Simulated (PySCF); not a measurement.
CH2Cl, optimised at GFN2-xTB:

```xyz
4

C      0.2268    -0.0926    -0.1556
Cl    -0.0648     0.7049    -1.6005
H     -0.1556    -1.0844    -0.0354
H      0.7863     0.4148     0.6020
```

Method: PySCF energies (xtb for GFN2) plus ideal-gas RRHO corrections (1 bar). 6-31G* has spherical d functions here. Open shells (unrestricted): CH2Cl (multiplicity 2). GFN2 has no spin-polarisation term. B3LYP is the form with VWN-RPA correlation. CH2Cl: computed as isolated molecules; such fragments, hydroxides, amides, oligomers or adducts are transient or little studied in the gas. Warning, point group unlike the PBE0 one: CH2Cl (B3LYP/6-31G*, HF/6-31G*).

Q: List the harmonic frequencies (cm⁻¹, unscaled) at this level and at the other levels, each on its own geometry.

A: 
- GFN2-xTB: 125, 841, 949, 1315, 3137, 3197
- B3LYP/6-31G*: 150, 835, 1012, 1438, 3201, 3349
- HF/6-31G*: 502, 867, 1094, 1549, 3351, 3499
- PBE/def2-SVP: 180, 846, 953, 1344, 3097, 3253
- PBE0/def2-TZVP: 232, 868, 996, 1413, 3186, 3336
